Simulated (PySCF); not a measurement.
Gas-phase reaction: 2 H₂SiNH → N₂ + 6 H + 2 Si

Energies from PySCF, thermal terms from the rigid-rotor harmonic-oscillator model, ideal gas at 1 bar. † marks an energy on the PBE0/def2-TZVP geometry and frequencies. CCSD(T) freezes the core. Open shells (unrestricted): H (multiplicity 2), Si (multiplicity 3); the rest are closed-shell singlets. Spin-orbit splitting is ignored; it lowers the true energy and changes the entropy of Si. H₂SiNH: computed as isolated molecules; such fragments, hydroxides, amides, oligomers or adducts are transient or little studied in the gas. CCSD(T) isn't extrapolated to the basis-set limit. Warning, large T1 diagnostic: H₂SiNH (CCSD(T)/def2-SVP†).

LDA/def2-TZVP† gives ΔH°(298 K) = 2128 kJ.

Task: What do HF/def2-TZVP†, CCSD(T)/def2-SVP†, CCSD(T)/def2-TZVPP† give?

Result: HF/def2-TZVP†: 1297 kJ; CCSD(T)/def2-SVP†: 1685 kJ; CCSD(T)/def2-TZVPP†: 1829 kJ. For scale, ΔH°(298 K) is 2128 kJ at this level, 1878 kJ at ωB97M-V/def2-TZVP†, and runs from 1211 to 2719 kJ over the 20 levels computed.
